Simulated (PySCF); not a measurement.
**Electric properties by functional and basis**

Species: sulfur difluoride, SF2.
Atom-mapped SMILES: `[F:1][S:2][F:3]`

PySCF, dipoles from the SCF density, polarisabilities from static response with core orbitals frozen. Geometry: PBE0-D3(BJ)/def2-SVP; no solvent, vibrations or thermal averaging.

**Question.** How do dipole and polarisability depend on functional and basis here?

**Answer.** 

```
              level  μ (D)  error (%)  α (Å³)  error (%)  anisotropy (Å³)
      LDA/def2-SVPD  1.039       -1.1    3.67       +5.5             0.59
      PBE/def2-SVPD  0.995       -5.2    3.68       +5.8             0.60
    B3LYP/def2-SVPD  1.206      +14.9    3.54       +1.7             0.62
     PBE0/def2-SVPD  1.162      +10.7    3.50       +0.5             0.61
BHandHLYP/def2-SVPD  1.378      +31.3    3.37       -3.1             0.64
CAM-B3LYP/def2-SVPD  1.272      +21.1    3.49       +0.4             0.65
  wB97X-D/def2-SVPD  1.191      +13.4    3.48       +0.2             0.64
  LC-wPBE/def2-SVPD  1.215      +15.8    3.45       -0.9             0.67
       HF/def2-SVPD  1.525      +45.3    3.22       -7.3             0.62
        PBE0/6-31G*  1.221      +16.2    2.34      -32.8             1.02
      PBE0/def2-SVP  1.409      +34.2    2.23      -35.9             1.05
       PBE0/6-31+G*  1.366      +30.1    2.91      -16.2             0.75
   PBE0/aug-cc-pVDZ  1.111       +5.9    3.39       -2.6             0.73
     PBE0/def2-TZVP  1.173      +11.7    2.77      -20.3             1.14
    PBE0/def2-TZVPD  1.072       +2.1    3.57       +2.7             0.61
   PBE0/aug-cc-pVTZ  1.088       +3.7    3.53       +1.5             0.65
```

Reference dipole: 1.050 D (measured, gas; NIST CCCBDB Release 22 (SRD 101), experimental dipoles). Reference dipole: 1.056 D (computed, CCSD(T)/CBS, all electrons, equilibrium geometry, gas; Hait, Head-Gordon, J. Chem. Theory Comput. 14 (2018) 1969). Reference polarisability: 3.478 Å³ (computed, CCSD(T)/CBS, static electronic, isotropic average, equilibrium geometry, gas; Hait, Head-Gordon, Phys. Chem. Chem. Phys. 20 (2018) 19800). Errors are taken against the first value of each kind. The anisotropy is √(½[(α1 − α2)² + (α2 − α3)² + (α3 − α1)²]). For the dipole, the smallest error is 1.1% (LDA/def2-SVPD) and the largest 45.3% (HF/def2-SVPD). For the polarisability, the smallest error is 0.2% (wB97X-D/def2-SVPD) and the largest 35.9% (PBE0/def2-SVP). The dipole runs from 1.00 D (PBE/def2-SVPD) to 1.53 D (HF/def2-SVPD). In one basis (def2-SVPD) the functionals order the polarisability from HF (lowest) to PBE (highest), a spread of 14%. With PBE0 the polarisability is 2.45 Å³ without diffuse functions (mean of 6-31G*, def2-SVP and def2-TZVP) and 3.38 Å³ with them (mean of 6-31+G*, def2-SVPD, aug-cc-pVDZ, def2-TZVPD and aug-cc-pVTZ). Measured values can belong to vibrating molecules; the computed ones are for one fixed geometry.
